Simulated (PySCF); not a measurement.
Field gradients at the hydrogen positions

C₄H₁₀S.
Geometry (PBE0-D3(BJ)/def2-TZVP, Å), atoms numbered from 1 in this order:
```
atom  x, y, z in Å
C1    -0.049    1.179   -0.813
C2     0.070    0.048    0.198
C3     0.664   -1.193   -0.452
C4    -1.293   -0.270    0.800
S5     1.109    0.577    1.616
H6    -0.715    0.882   -1.629
H7    -0.452    2.080   -0.347
H8     0.923    1.425   -1.246
H9     0.755   -2.006    0.269
H10    0.023   -1.527   -1.274
H11    1.655   -0.987   -0.861
H12   -1.219   -1.063    1.548
H13   -1.733    0.611    1.272
H14   -1.970   -0.610    0.011
H15    2.218    0.844    0.906
```

Level: PBE0/pcSseg-2 (PySCF, non-relativistic); Q(2H) = 0.00286 b; rigid geometry, the same for H and D, with no vibrational averaging.

Give the electric field gradient Vzz (the principal value of largest size), its asymmetry and the 2H coupling at each hydrogen.

| atom | bonded to | bond length (Å) | Vzz (au) | η | χzz (kHz) |
| --- | --- | --- | --- | --- | --- |
| H6 | C1 | 1.095 | 0.2810 | 0.03 | 189 |
| H7 | C1 | 1.091 | 0.2850 | 0.03 | 192 |
| H8 | C1 | 1.092 | 0.2846 | 0.03 | 191 |
| H9 | C3 | 1.091 | 0.2851 | 0.03 | 192 |
| H10 | C3 | 1.095 | 0.2806 | 0.03 | 189 |
| H11 | C3 | 1.092 | 0.2848 | 0.03 | 191 |
| H12 | C4 | 1.092 | 0.2832 | 0.03 | 190 |
| H13 | C4 | 1.092 | 0.2833 | 0.03 | 190 |
| H14 | C4 | 1.093 | 0.2835 | 0.03 | 191 |
| H15 | S5 | 1.343 | 0.2254 | 0.17 | 151 |

Average by the element that carries the hydrogen.

on C: 190 kHz over 9 positions, mean bond length 1.093 Å; on S: 151 kHz over 1 position, mean bond length 1.343 Å.

A static deuteron (I = 1) shows a doublet split by (3/2)χ, (3/4)χ(1 + η) and (3/4)χ(1 − η) with the field along z, y and x of the gradient. What are these for H7?

With |χ| = 191.5 kHz and η = 0.028: 287, 148 and 140 kHz, to first order and without motion.

Isolated species at its PBE0-D3(BJ)/def2-TZVP geometry, gas phase.
